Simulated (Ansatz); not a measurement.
# C2H2Cl2F2: up Jacob's ladder to CCSD(T)

How much do the methods differ for C2H2Cl2F2? The plan is to run it at one geometry with functionals of several rungs and with coupled cluster. The yardstick is the atomisation energy at the CCSD(T) limit.

Method: functionals in def2-TZVPP, the program's frozen cores in correlated methods; program: Ansatz 0.2.0, Gaussian basis.

Levels to be run: LDA (SPW92), PBE-D4, revPBE-D4, BLYP-D4, r2SCAN-D4, B97M-V, PBE0-D4, B3LYP-D4, r2SCANh-D4, r2SCAN0-D4, HSE06-D4, BHLYP-D4, CAM-B3LYP-D4, LC-ωPBE, ωB97X-V, ωB97M-V, B2PLYP, PBE-QIDH; CCSD(T)/def2-SVP; CCSD(T)/def2-TZVPP; MP2/def2-QZVPP; extrapolation to the limit; RPA on PBE.

### Step 1. The geometry

The geometry comes from an earlier relaxation with PBE0-D4 in a triple-zeta def2 set; it is a stationary point, not always the lowest conformer.

SMILES `FC(F)C(Cl)Cl`, 8 atoms, charge 0, spin multiplicity 1.

Atoms are counted from 1 here; the program's logs count them from 0.

Bond lengths: F1–C2 1.348 Å, C2–F3 1.348 Å, C2–C4 1.524 Å, C2–H7 1.094 Å, C4–Cl5 1.761 Å, C4–Cl6 1.761 Å, C4–H8 1.089 Å. Angles: F1–C2–F3 107.5°, F1–C2–C4 109.1°, F1–C2–H7 109.5°, F3–C2–C4 109.1°, F3–C2–H7 109.5°, C4–C2–H7 112.2°, C2–C4–Cl5 109.4°, C2–C4–Cl6 109.4°, C2–C4–H8 109.7°, Cl5–C4–Cl6 111.6°, Cl5–C4–H8 108.3°, Cl6–C4–H8 108.3°.

### Step 2. LDA

This LDA is Slater exchange with PW92 correlation.

File in.yaml:

```yaml
crystal:
  periodic: [false, false, false]
  atoms:
    - {symbol: F, position_ang: [0.408233, -1.137637, 1.314555]}
    - {symbol: C, position_ang: [0.672884, -0.311415, 0.282298]}
    - {symbol: F, position_ang: [1.286894, -1.039984, -0.671847]}
    - {symbol: C, position_ang: [-0.639680, 0.230668, -0.271590]}
    - {symbol: Cl, position_ang: [-0.309882, 1.248264, -1.670125]}
    - {symbol: Cl, position_ang: [-1.486870, 1.117763, 0.991552]}
    - {symbol: H, position_ang: [1.340913, 0.487393, 0.617063]}
    - {symbol: H, position_ang: [-1.272502, -0.595061, -0.591906]}
basis:
  gaussian: {orbitals: def2-TZVPP}
hamiltonian: {xc: lda}
output: {orbitals: {seedname: orbitals}}
```

The run is started by

```
> ansatz run in.yaml --threads 4 --pin off --events-out ev --progress --plain --max-ram 10444MiB
```

Further steps of the session: PBE-D4 (GGA); revPBE-D4 (GGA); BLYP-D4 (GGA); r2SCAN-D4 (meta-GGA); B97M-V (meta-GGA); PBE0-D4 (hybrid); B3LYP-D4 (hybrid); r2SCANh-D4 (hybrid); r2SCAN0-D4 (hybrid); HSE06-D4 (hybrid); BHLYP-D4 (hybrid); CAM-B3LYP-D4 (range-separated); LC-ωPBE (range-separated); ωB97X-V (range-separated); ωB97M-V (range-separated); B2PLYP (double hybrid); PBE-QIDH (double hybrid); CCSD(T) in def2-SVP; CCSD(T) in def2-TZVPP; MP2 in def2-QZVPP; RPA on PBE orbitals.

Before running them: what should the planned runs give, taken together? Wanted: atomisation energy, CCSD(T)/CBS; farthest beyond LDA; mean size of error, GGA; mean size of error, meta-GGA; mean size of error, hybrid; mean size of error, range-separated; mean size of error, double hybrid; gap, smallest and largest; T1 diagnostic.

**Answer**, as computed:

| quantity | value |
| --- | --- |
| atomisation energy, CCSD(T)/CBS | 687.6 kcal/mol |
| functionals within 3.4 kcal/mol (0.5 %) | BLYP-D4, B97M-V, r2SCANh-D4, CAM-B3LYP-D4, LC-ωPBE, ωB97X-V, PBE-QIDH |
| farthest beyond LDA | BHLYP-D4 (-38.6 kcal/mol) |
| mean size of error, GGA | 13.0 kcal/mol |
| mean size of error, meta-GGA | 4.1 kcal/mol |
| mean size of error, hybrid | 12.9 kcal/mol |
| mean size of error, range-separated | 2.4 kcal/mol |
| mean size of error, double hybrid | 5.9 kcal/mol |
| gap, smallest and largest | 6.16 eV (LDA (SPW92)), 14.20 eV (LC-ωPBE) |
| T1 diagnostic | 0.0107 |
| triples share of the correlation energy | 3.7 % |

In words: The LDA atomisation energy is off by 142.7 kcal/mol (21 %): it overbinds. PBE-D4 is off by +31.4 kcal/mol. Double hybrids carry the basis error of their MP2 part in triple zeta, and no dispersion term here, so their miss is partly the set-up's. Taken by rung, range-separated functionals do best (2.4 kcal/mol on average) and GGA ones worst beyond LDA (13.0 kcal/mol). The gap between the best rungs is small, so their order is not settled. Misses under about 3.4 kcal/mol are within the doubt on the reference itself, which lacks core-valence correlation, relativity and higher excitations. Hartree-Fock recovers 68 % of the binding; the rest is correlation. CCSD(T) in def2-SVP is off by -40.6 kcal/mol, which most functionals beat. Orbital gaps span 6.2 to 14.2 eV; exact exchange widens them.
